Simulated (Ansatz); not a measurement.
# How far each method lies from full CI for AlP⁺, quartet

Geometry: that of the AlP, triplet, kept fixed.

```yaml
atoms:
  - { symbol: Al, position_ang: [0.0000, 0.0000, 0.0000] }
  - { symbol: P, position_ang: [0.0000, 0.0000, 2.2080] }
```

Basis 6-31G; Ansatz 0.2.0. Only valence electrons are correlated (noble-gas cores frozen), which leaves 7 electrons in 16 orbitals. R marks a restricted (for open shells ROHF) determinant, U an unrestricted one. Active spaces: valence = (7e, 8o) chosen from the atoms' valence shells.

Full CI is exact within this basis and frozen core; it isn't the basis-set limit. The frozen core follows each run's orbitals, which can shift R against U totals by a few meV.

For open shells CISD and CISDTQ are restricted-active-space CI with the open shells as a complete middle space.

- UHF ⟨S²⟩: 3.787
- T1 diagnostic (RCCSD): 0.0387
- largest doubles amplitude (RCCSD): 0.076
- T1 diagnostic (UCCSD): 0.0307

```json
{"level": "RHF", "E − E(full CI) (kcal/mol)": "43.38", "share of correlation (%)": "0.00", "wall time": "–"}
{"level": "UHF", "E − E(full CI) (kcal/mol)": "38.78", "share of correlation (%)": "10.62", "wall time": "–"}
{"level": "RMP2", "E − E(full CI) (kcal/mol)": "13.45", "share of correlation (%)": "68.99", "wall time": "–"}
{"level": "UMP2", "E − E(full CI) (kcal/mol)": "14.09", "share of correlation (%)": "67.52", "wall time": "–"}
{"level": "CISD", "E − E(full CI) (kcal/mol)": "2.05", "share of correlation (%)": "95.27", "wall time": "0.54 s"}
{"level": "RCCSD", "E − E(full CI) (kcal/mol)": "1.45", "share of correlation (%)": "96.67", "wall time": "–"}
{"level": "UCCSD", "E − E(full CI) (kcal/mol)": "1.21", "share of correlation (%)": "97.22", "wall time": "–"}
{"level": "RCCSD(T)", "E − E(full CI) (kcal/mol)": "0.37", "share of correlation (%)": "99.14", "wall time": "0.66 s"}
{"level": "UCCSD(T)", "E − E(full CI) (kcal/mol)": "0.35", "share of correlation (%)": "99.20", "wall time": "0.75 s"}
{"level": "BCCD(T)", "E − E(full CI) (kcal/mol)": "0.45", "share of correlation (%)": "98.97", "wall time": "0.57 s"}
{"level": "RCCSDT", "E − E(full CI) (kcal/mol)": "0.03", "share of correlation (%)": "99.93", "wall time": "–"}
{"level": "UCCSDT", "E − E(full CI) (kcal/mol)": "0.02", "share of correlation (%)": "99.96", "wall time": "–"}
{"level": "CISDTQ", "E − E(full CI) (kcal/mol)": "0.02", "share of correlation (%)": "99.95", "wall time": "2.9 s"}
{"level": "RCCSDT(Q)", "E − E(full CI) (kcal/mol)": "0.01", "share of correlation (%)": "99.98", "wall time": "1.8 s"}
{"level": "UCCSDT(Q)", "E − E(full CI) (kcal/mol)": "-0.01", "share of correlation (%)": "100.03", "wall time": "1.8 s"}
{"level": "RCCSDTQ", "E − E(full CI) (kcal/mol)": "0.00", "share of correlation (%)": "100.00", "wall time": "9 s"}
{"level": "UCCSDTQ", "E − E(full CI) (kcal/mol)": "0.00", "share of correlation (%)": "100.01", "wall time": "9.5 s"}
{"level": "CASSCF (valence space)", "E − E(full CI) (kcal/mol)": "12.09", "share of correlation (%)": "72.13", "wall time": "–"}
{"level": "NEVPT2 (valence space)", "E − E(full CI) (kcal/mol)": "3.45", "share of correlation (%)": "92.04", "wall time": "1.2 s"}
{"level": "MRCISD (valence space)", "E − E(full CI) (kcal/mol)": "0.23", "share of correlation (%)": "99.48", "wall time": "–"}
{"level": "MRCISD+Q (valence space)", "E − E(full CI) (kcal/mol)": "0.04", "share of correlation (%)": "99.92", "wall time": "1.9 s"}
```

The correlation energy at full CI, counted from RHF, is -1.881 eV. That run took 1.7 s on 1 thread of Intel Xeon Platinum 8488C, shared host over 132,480 determinants.

Times hold each run's SCF and search for its determinant on a shared host, so for small cases they say little of a method's own cost; they ran on 1 thread of Intel Xeon Platinum 8488C.

The full-CI state has the irrep A2 of C2v, in the program's axes (one component, if the state is degenerate).

Natural occupations of full CI about the gap: 1.980 1.903 0.998 0.992 0.992 0.041 0.041 0.032 0.006 0.004; effectively unpaired electrons, Σ n²(2−n)², 3.05.
